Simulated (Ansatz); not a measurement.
Mulliken charges of C3H6S (`C1CSC1`) from B3LYP/def2-TZVPP in Ansatz (PBE0-D4/def2-TZVP geometry).

```tsv
atom	x (Å)	y (Å)	z (Å)	charge (e)
C1	-0.543	0.396	-0.252	-0.114
C2	-0.261	-1.110	-0.308	-0.148
S3	0.950	-0.963	1.057	-0.132
C4	0.734	0.771	0.510	-0.148
H5	-0.678	0.888	-1.219	0.073
H6	-1.422	0.595	0.362	0.078
H7	0.226	-1.427	-1.231	0.097
H8	-1.101	-1.770	-0.096	0.099
H9	0.624	1.489	1.321	0.099
H10	1.554	1.081	-0.141	0.097
```

Q: By hand: the dipole of these point charges (1 e Å = 4.8032 D).

A: Σ q r = (-0.168, 0.182, -0.213) e Å, of length 0.327 e Å = 1.57 D.

Q: How does the dipole of the full density compare? (Estimate.)

A: Computed: (-0.205, 0.218, -0.251) e Å, 1.88 D; the point charges give 0.84 times that, at 1° from its direction.

Point charges leave out the atoms' own dipoles, such as those of lone pairs, and Mulliken's split depends on the basis, so the two needn't agree.

B3LYP here is the variant with VWN-RPA as its local correlation; programs differ in this.
